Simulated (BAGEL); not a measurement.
# One shape, several levels: doublet [CF]2+

We compute a comparison of 6 runs (UHF/STO-3G, ROHF/6-31G*, ROHF/aug-cc-pVTZ, CASPT2(9,8)/6-31G*, NEVPT2(9,8)/6-31G*, NEVPT2(9,8)/aug-cc-pVTZ) of doublet [CF]2+. 

The results are computed with BAGEL 1.2.2.

2 further runs of the same task are left out: 2 set aside as unsound or not needed.

**1. The structure to begin with**

[CF]2+ has 2 atoms, charge +2, and is taken as a doublet. SMILES of the parent species: `[C+]F`. The coordinates come from a PBE0-D4/def2-TZVP relaxation. That shape belongs to the parent species and isn't relaxed for this state.

Bond lengths: C1–F2 1.153 Å.

**2. A single-point energy at UHF/STO-3G (density fitting with cc-pvqz-jkfit) (run 1)**

input.json

```json
{ "bagel": [

{
  "title": "molecule",
  "basis": "sto-3g",
  "df_basis": "cc-pvqz-jkfit",
  "angstrom": "true",
  "geometry": [
    { "atom": "C", "xyz": [    0.492270,   -0.160830,    0.253170 ] },
    { "atom": "F", "xyz": [   -0.492270,    0.160830,   -0.253170 ] }
  ]
},
{
  "title": "uhf",
  "charge": 2,
  "nopen": 1
},
{
  "title": "print",
  "file": "orbitals.molden",
  "orbitals": "true"
}

]}
```

Run with:

```console
BAGEL_NUM_THREADS=1 BAGEL input.json > input.out
```

Standard output:

```text
* using 1 threads per process

  ===============================================================
  ===============================================================

  *** Geometry ***

  { "atom" : "C", "xyz" : [      0.930255,     -0.303925,      0.478422 ] },
  { "atom" : "F", "xyz" : [     -0.930255,      0.303925,     -0.478422 ] },

  Number of auxiliary basis functions:      212

  Since a DF basis is specified, we compute 2- and 3-index integrals:
    o Being stored without compression. Storage requirement is 0.000 GB

  Number of basis functions:       10
  Number of electrons      :       15

    * METHOD: MOLECULE                             0.03

  *** Open-shell HF ***

  === Nuclear Repulsion ===
    24.7859488034

      * DIIS with orbital gradients will be used.

  === UHF iteration (sto-3g) ===
      0       -134.05598509          0.07398133           0.00
      1       -134.09852332          0.04813231           0.00
      2       -134.10902480          0.03194214           0.00
      3       -134.11457089          0.00586387           0.00
      4       -134.11651529          0.00162742           0.00
      5       -134.11729892          0.00079069           0.00
      6       -134.11774449          0.00064441           0.00
      7       -134.11780715          0.00016541           0.00
      8       -134.11782387          0.00008574           0.00
      9       -134.11782762          0.00001399           0.00
     10       -134.11782767          0.00000617           0.00
     11       -134.11782768          0.00000255           0.00
     12       -134.11782768          0.00000033           0.00
     13       -134.11782768          0.00000006           0.00
     14       -134.11782768          0.00000000           0.00
    * SCF iteration converged.

    * S^2 (UHF) is 0.8055

    * Permanent dipole moment:
           (   -1.481612,     0.484059,    -0.761979) a.u.

    * METHOD: UHF                                  0.04

    * METHOD: PRINT                                0.00

  ===============================================================
```

Run time: 0.65 s. Hardware: 1 thread of AMD EPYC 7R43 (Zen 3), shared host; peak memory 0.14 GiB.

**3. The energy at ROHF/6-31G(d) (density fitting with cc-pvqz-jkfit, spherical functions) (run 2)**

input.json

```json
{ "bagel" : [

{
  "title" : "molecule",
  "basis" : "6-31gs.json",
  "df_basis" : "cc-pvqz-jkfit",
  "angstrom" : true,
  "geometry" : [
    { "atom" : "C", "xyz" : [       0.492270,      -0.160830,       0.253170 ] },
    { "atom" : "F", "xyz" : [      -0.492270,       0.160830,      -0.253170 ] }
  ]
},

{
  "title" : "rohf",
  "charge" : 2,
  "nopen" : 1
},

{
  "title" : "print",
  "file" : "orbitals.molden",
  "orbitals" : true
}

]}
```

The basis set 6-31G* is read from a file made from the Basis Set Exchange's data (not shown).

Run with:

```console
BAGEL_NUM_THREADS=1 BAGEL input.json > input.out
```

Standard output:

```text
* using 1 threads per process

  ===============================================================
  ===============================================================

  *** Geometry ***

  { "atom" : "C", "xyz" : [      0.930255,     -0.303925,      0.478422 ] },
  { "atom" : "F", "xyz" : [     -0.930255,      0.303925,     -0.478422 ] },

  Number of auxiliary basis functions:      212

  Since a DF basis is specified, we compute 2- and 3-index integrals:
    o Being stored without compression. Storage requirement is 0.001 GB

  Number of basis functions:       28
  Number of electrons      :       15

    * METHOD: MOLECULE                             0.03

  *** Open-shell HF ***

  === Nuclear Repulsion ===
    24.7859488034

      * DIIS with orbital gradients will be used.

  === ROHF iteration (6-31gs.json) ===
      0       -135.74175835          0.09907472           0.01
      1       -135.85928896          0.07309411           0.01
      2       -135.88125437          0.05933736           0.00
      3       -135.91981155          0.00426730           0.00
      4       -135.92072324          0.00133112           0.00
      5       -135.92090070          0.00027190           0.00
      6       -135.92093471          0.00006579           0.00
      7       -135.92093508          0.00001503           0.00
      8       -135.92093420          0.00000363           0.00
      9       -135.92093420          0.00000041           0.00
     10       -135.92093421          0.00000015           0.00
     11       -135.92093421          0.00000001           0.00
     12       -135.92093421          0.00000000           0.00
    * SCF iteration converged.

    * S^2 (ROHF) is 0.7500

    * Permanent dipole moment:
           (   -1.622064,     0.529946,    -0.834213) a.u.

    * METHOD: ROHF                                 0.08

    * METHOD: PRINT                                0.01

  ===============================================================
```

Run time: 0.65 s. Hardware: 1 thread of AMD EPYC 7R43 (Zen 3), shared host; peak memory 0.14 GiB.

Run 3 isn't shown in full; the table further down has it.

**4. The energy at CASPT2(9,8)/6-31G(d) (density fitting with cc-pvqz-jkfit, spherical functions) (run 4)**

calc.json

```json
{ "bagel": [

{
  "title": "molecule",
  "basis": "6-31gs.json",
  "df_basis": "cc-pvqz-jkfit",
  "angstrom": true,
  "geometry": [
    { "atom": "C", "xyz": [    0.492270,   -0.160830,    0.253170 ] },
    { "atom": "F", "xyz": [   -0.492270,    0.160830,   -0.253170 ] }
  ]
},
{
  "title": "hf",
  "charge": 3
},
{
  "title": "casscf",
  "nstate": 1,
  "nact": 8,
  "nclosed": 2,
  "charge": 2,
  "nspin": 1,
  "maxiter": 200,
  "natocc": true
},
{
  "title": "print",
  "file": "orbitals.molden",
  "orbitals": true
},
{
  "title": "smith",
  "method": "caspt2",
  "ms": true,
  "xms": true,
  "sssr": true,
  "shift": 0.0,
  "ncore": 2
}

]}
```

The basis set 6-31G* is read from a file made from the Basis Set Exchange's data (not shown).

Run with:

```console
BAGEL_NUM_THREADS=1 BAGEL calc.json > calc.out
```

Standard output:

```text
* using 1 threads per process

  ===============================================================
  ===============================================================

  *** Geometry ***

  { "atom" : "C", "xyz" : [      0.930255,     -0.303925,      0.478422 ] },
  { "atom" : "F", "xyz" : [     -0.930255,      0.303925,     -0.478422 ] },

  Number of auxiliary basis functions:      212

  Since a DF basis is specified, we compute 2- and 3-index integrals:
    o Being stored without compression. Storage requirement is 0.001 GB

  Number of basis functions:       28
  Number of electrons      :       15

    * METHOD: MOLECULE                             0.03

  *** RHF ***

  === Nuclear Repulsion ===
    24.7859488034

      * DIIS with orbital gradients will be used.

  === RHF iteration (6-31gs.json) ===
      0       -134.13343831          0.06473902           0.00
      1       -134.23662790          0.06051257           0.00
      2       -134.36326056          0.01331721           0.00
[... 8 lines of this table left out ...]
     11       -134.37179319          0.00000001           0.00
    * SCF iteration converged.

    * Permanent dipole moment:
           (   -2.631577,     0.859765,    -1.353396) a.u.

    * METHOD: HF                                   0.07

  ---------------------------
      CASSCF calculation
  ---------------------------

    * nstate   :      1
    * nclosed  :      2
    * nact     :      8
    * nvirt    :     18
  === CASSCF iteration (6-31gs.json) ===

    * Using the second-order algorithm

      0  0      -135.99210150     3.71e-02      0.13

      1  0      -136.05810605     5.29e-03      0.07
[... 31 lines of this table left out ...]
     17  0      -136.07021346     4.36e-09      0.05

    * Second-order optimization converged. *

     guess   0:   closed 1111....             open ....1...

  === FCI iteration ===

      0  0      -135.91296515     1.09e-02      0.00
      1  0      -136.04774423     4.69e-03      0.00
      2  0      -136.06667491     1.73e-03      0.00
[... 15 lines of this table left out ...]
     18  0 *    -136.07021346     4.70e-11      0.00

     * ci vector, state   0, <S^2> = 0.7500
       2222a...    -0.9689226688
       222.a2..    -0.0895798532
       22.2a.2.    -0.0895798532
       22baaba.    -0.0633877189
       22abaab.    -0.0633877189
       2.22a..2    -0.0526424020

    * METHOD: CASSCF                               1.14

    * METHOD: PRINT                                0.01

  === SMITH program ===

    * freezing 2 orbitals

    * Approximate memory requirement for SMITH calulation per MPI process:
      o Storage requirement for T-amplitude, lambda, and residual is 0.00 GB
      o Storage requirement for MO integrals is 0.00 GB
    * Calculating and saving rdm4f

    * Zeroth order energy : state  0      -16.4358730770

    * CASPT2 iteration is performed using redundant basis

      ---- iteration ----

        0    -0.09781691     0.01090490      0.20
        1    -0.09878289     0.00126953      0.21
        2    -0.09880428     0.00016181      0.22
        3    -0.09880465     0.00002226      0.23
        4    -0.09880466     0.00000200      0.22
        5    -0.09880466     0.00000026      0.21

      -------------------

    * CASPT2 energy : state  0     -136.1690181262
        reference weight              0.9788300591

    * METHOD: SMITH                                2.94

  ===============================================================
```

It took 4.8 s on 1 thread of AMD EPYC 7R43 (Zen 3), shared host; peak memory 0.23 GiB.

Run 5 isn't shown in full; the table further down has it.

**5. A single-point energy at NEVPT2(9,8)/aug-cc-pVTZ (density fitting with cc-pvqz-jkfit) (run 6)**

input.json

```json
{ "bagel" : [

{
  "title" : "molecule",
  "basis" : "aug-cc-pvtz.json",
  "df_basis" : "cc-pvqz-jkfit",
  "angstrom" : true,
  "geometry" : [
    { "atom" : "C", "xyz" : [       0.492270,      -0.160830,       0.253170 ] },
    { "atom" : "F", "xyz" : [      -0.492270,       0.160830,      -0.253170 ] }
  ]
},

{ "title" : "hf", "charge" : 3 },

{ "title" : "casscf", "nstate" : 1, "nact" : 8, "nclosed" : 2, "charge" : 2, "nspin" : 1, "maxiter" : 200, "natocc" : true },

{
  "title" : "nevpt2",
  "nstate" : 1,
  "nact" : 8,
  "nclosed" : 2,
  "charge" : 2,
  "nspin" : 1,
  "maxiter" : 200,
  "natocc" : true,
  "ncore" : 2
},

{ "title" : "print", "file" : "orbitals.molden", "orbitals" : true }

]}
```

The basis set aug-cc-pVTZ is read from a file made from the Basis Set Exchange's data (not shown).

Run with:

```console
BAGEL_NUM_THREADS=1 BAGEL input.json > input.out
```

Standard output:

```text
* using 1 threads per process

  ===============================================================
  ===============================================================

  *** Geometry ***

  { "atom" : "C", "xyz" : [      0.930255,     -0.303925,      0.478422 ] },
  { "atom" : "F", "xyz" : [     -0.930255,      0.303925,     -0.478422 ] },

  Number of auxiliary basis functions:      212

  Since a DF basis is specified, we compute 2- and 3-index integrals:
    o Being stored without compression. Storage requirement is 0.014 GB

  Number of basis functions:       92
  Number of electrons      :       15

    * METHOD: MOLECULE                             0.06

  *** RHF ***

  === Nuclear Repulsion ===
    24.7859488034

      * DIIS with orbital gradients will be used.

  === RHF iteration (aug-cc-pvtz.json) ===
      0       -134.17192337          0.03543671           0.01
      1       -134.22983315          0.03543059           0.01
      2       -134.42456298          0.00636402           0.02
[... 8 lines of this table left out ...]
     11       -134.43506087          0.00000001           0.01
    * SCF iteration converged.

    * Permanent dipole moment:
           (   -2.601522,     0.849946,    -1.337939) a.u.

    * METHOD: HF                                   0.22

  ---------------------------
      CASSCF calculation
  ---------------------------

    * nstate   :      1
    * nclosed  :      2
    * nact     :      8
    * nvirt    :     82
  === CASSCF iteration (aug-cc-pvtz.json) ===

    * Using the second-order algorithm

      0  0      -136.04407590     2.03e-02      0.06

      1  0      -136.11384288     3.27e-03      0.16
[... 33 lines of this table left out ...]
     18  0      -136.12955018     5.91e-09      0.13

    * Second-order optimization converged. *

     guess   0:   closed 1111....             open ....1...

  === FCI iteration ===

      0  0      -135.97269639     1.10e-02      0.00
      1  0      -136.10833878     4.61e-03      0.00
      2  0      -136.12624223     1.70e-03      0.00
[... 15 lines of this table left out ...]
     18  0 *    -136.12955018     3.67e-11      0.00

     * ci vector, state   0, <S^2> = 0.7500
       2222a...     0.9699057190
       222.a2..     0.0879619223
       22.2a.2.     0.0879619223
       22abaab.     0.0625808426
       22baaba.     0.0625808426
       2.22a..2     0.0526791178

    * METHOD: CASSCF                               3.03

    * freezing 2 orbitals

  === DF-NEVPT2 calculation ===

    * 3-index integral transformation done
    * assembly done

      NEVPT2 correlation energy:   -0.1711532297      0.07

          (+0)      0.0000000000
          (+0)'     0.0000000000
          (+1)      0.0000000000
          (+1)'     0.0000000000
          (+2)      0.0000000000
          (-1)      0.0000000000
          (-1)'    -0.0618893013
          (-2)     -0.1092639284

      NEVPT2 total energy:       -136.3007034067

    * METHOD: NEVPT2                              10.21

    * METHOD: PRINT                                0.04

  ===============================================================
```

It took 14 s on 1 thread of AMD EPYC 7R43 (Zen 3), shared host; peak memory 0.54 GiB.

**6. The series**

```tsv
run	level	iteration cap	active rule	energy (Eh)	wall time
1	UHF/STO-3G (density fitting with cc-pvqz-jkfit)	–	–	-134.117828	0.65 s
2	ROHF/6-31G* (density fitting with cc-pvqz-jkfit, spherical functions)	–	–	-135.920934	0.65 s
3	ROHF/aug-cc-pVTZ (density fitting with cc-pvqz-jkfit)	–	–	-135.980688	0.99 s
4	CASPT2(9,8)/6-31G* (density fitting with cc-pvqz-jkfit, spherical functions)	200	valence	-136.169018	4.8 s
5	NEVPT2(9,8)/6-31G* (density fitting with cc-pvqz-jkfit, spherical functions)	200	valence	-136.159650	9.3 s
6	NEVPT2(9,8)/aug-cc-pVTZ (density fitting with cc-pvqz-jkfit)	200	valence	-136.300703	14 s
```

**7. Outcome**

```
           quantity          value
run 6: total energy  -136.30070 Eh
```

In words: Below the ROHF energy at the same shape and in the same basis (6-31G*): CASPT2(9,8) -248.1 mEh; NEVPT2(9,8) -238.7 mEh. In run 1 the basis is minimal, so the values are rough. All runs together took 31 s, the longest 14 s.
